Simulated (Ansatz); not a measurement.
## A small benchmark: dipole moment

8 molecules with nitrogen; the dipole moment in D, computed less measured. Shapes, held fixed at every level: PBE0-D4/def2-TZVP. No vibrational averaging. Dipoles are compared by magnitude; molecules under 1 D, whose direction can flip, are left out. Programs: Ansatz 0.2.0. Measured values: NIST CCCBDB.

Levels: A = PBE-D4/def2-TZVPP; B = r2SCAN-D4/def2-TZVPP; C = wB97M-V/def2-TZVPP.

```csv
molecule,measured,A,B,C
HCN (hydrogen cyanide),2.98,-0.06,+0.04,+0.06
NOF (nitrosyl fluoride),1.81,-0.55,-0.48,-0.36
NH3 (SMILES N),1.47,+0.10,+0.12,+0.14
CH3N (methanimine),2.00,-0.11,-0.04,+0.01
CH5N (methylamine),1.31,-0.06,-0.03,0.00
C3H3NO (oxazole),1.50,+0.06,+0.07,+0.07
C3H5N (propanenitrile),4.02,+0.01,+0.13,+0.08
C4H5N (SMILES c1cc[nH]c1),1.84,+0.09,+0.10,+0.11
```

**Question.** Which level does best on this set, which worst, and which err to one side?

**Answer.** 
```json
{"level": "PBE-D4/def2-TZVPP", "kind": "GGA", "mean error": "-0.065", "mean absolute error": "0.130", "worst case": "NOF"}
{"level": "r2SCAN-D4/def2-TZVPP", "kind": "meta-GGA", "mean error": "-0.011", "mean absolute error": "0.126", "worst case": "NOF"}
{"level": "wB97M-V/def2-TZVPP", "kind": "range-separated hybrid", "mean error": "+0.014", "mean absolute error": "0.104", "worst case": "NOF"}
```

On this set wB97M-V/def2-TZVPP has the smallest mean absolute error and PBE-D4/def2-TZVPP the largest. Without NOF the largest would be that of r2SCAN-D4/def2-TZVPP. wB97M-V/def2-TZVPP is too high in 6 of 8. All levels miss NOF on one side, which points to its shape or to the tabulated value. The tabulated values of NOF, C4H5N are in doubt (older tables, estimates, or at odds with other calculations) and kept here. Over the 6 molecules whose values aren't doubted the mean absolute errors are A 0.067; B 0.072; C 0.060. The smallest two are near a tie. The largest two are near a tie. The set is small.
